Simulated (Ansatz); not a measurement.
One starting cell of Fe (a generated cell, Fe built in the AFLOW prototype A_tI2_139_a (A_a)) was relaxed twice with Ansatz (plane waves, PAW, scalar-relativistic): with r2SCAN at 500 eV and with PBE at 420 eV. The r2SCAN result:

```
CELL_PARAMETERS angstrom
     -1.43248     1.43248     1.43248
      1.43248    -1.43248     1.43248
      1.43248     1.43248    -1.43248
ATOMIC_POSITIONS crystal
  Fe 0.00000 0.00000 0.00000
```

```
quantity                                 r2SCAN    PBE
--------------------------------  -------------  -----
space group                               Im-3m  Im-3m
volume (Å³/atom)                          11.76    ___
a (Å)                                     2.865    ___
gap (eV, no spin-orbit coupling)           0.00    ___
spin order                        ferromagnetic    ___
net moment (μB/atom)                       2.64    ___
```

Question: What does PBE give for the same quantities?

Answer: 
- volume (Å³/atom), PBE: 11.35
- a (Å), PBE: 2.832
- gap (eV, no spin-orbit coupling), PBE: 0.00
- spin order, PBE: ferromagnetic
- net moment (μB/atom), PBE: 2.17

Both levels end in the same structure; PBE's volume is 3.5 % smaller. Neither column is exact.

Spin states reached: ferromagnetic; spin orders were not searched systematically. r2SCAN tends to overstate moments in metals.

Measured for Fe: a 2.853 Å (static lattice; corrected from measurement; as listed in Daniel Mejia-Rodriguez, S. B. Trickey, Phys. Rev. B (2018)). Computed minus measured — a: r2SCAN +0.4 %, PBE -0.7 %. The computed values are for a static lattice.

The run could not lose the symmetry of its start; a randomly shaken copy of 2 atoms returns to this structure.

Ansatz is a first-principles code.
